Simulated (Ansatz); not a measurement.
# BSiF+ (doublet): the correlation ladder, def2-QZVPP

An exercise on one series of results from a longer session: the logs are not shown, and one member is left open.

The runs use Ansatz 0.2.0, Gaussian basis; def2-QZVPP, core rule «outside noble gas», up to 7 orbitals frozen.

Plan: UHF; ROHF; CCSD(T) on UHF.

2 further runs of the same task are left out: 2 set aside as unsound or not needed.

## The geometry

The geometry is a PBE0/def2-TZVP stationary point (not a proven minimum) of the parent state, kept for this charge and spin.

3 atoms, charge 1, spin multiplicity 2.

Atoms are counted from 1 here; the program's logs count them from 0.

Bond lengths: F1–B2 1.280 Å, B2–Si3 1.896 Å. Angles: F1–B2–Si3 180.0°.

Set-up of the first run:

in.yaml

```yaml
crystal:
  periodic: [false, false, false]
  atoms:
    - {symbol: F, position_ang: [0.000000, 0.000000, 1.485424]}
    - {symbol: B, position_ang: [0.000000, 0.000000, 0.205103]}
    - {symbol: Si, position_ang: [0.000000, 0.000000, -1.690526]}
basis:
  gaussian: {orbitals: "def2-QZVPP.json"}
total_charge: 1
magnetization: {spin_polarized: true, initial_magnetization: 1}
hamiltonian: {xc: hf}
output: {orbitals: {seedname: orbitals}}
```

On the command line:

```sh
ansatz run in.yaml --threads 1 --pin off --events-out ev --progress --plain --max-ram 2393MiB
```

Steps of the session up to this table: UHF; ROHF; CCSD(T) on UHF.

One of the session's tables, all rows but one given; the rest of the session is left out.

It belongs to the step «Misses and costs». 

| method | from UCCSD(T) (kcal/mol) |
| --- | --- |
| ROHF | +284.08 |
| UHF | +281.06 |
| UMP2 | ? |
| UCCSD | +10.66 |
| UCCSD(T) | 0 |

**Question.** Estimate the row for UMP2.

**Answer.** from UCCSD(T) (kcal/mol): +26.23. In the column «from UCCSD(T) (kcal/mol)» it lies between UCCSD (+10.66) and UHF (+281.06).
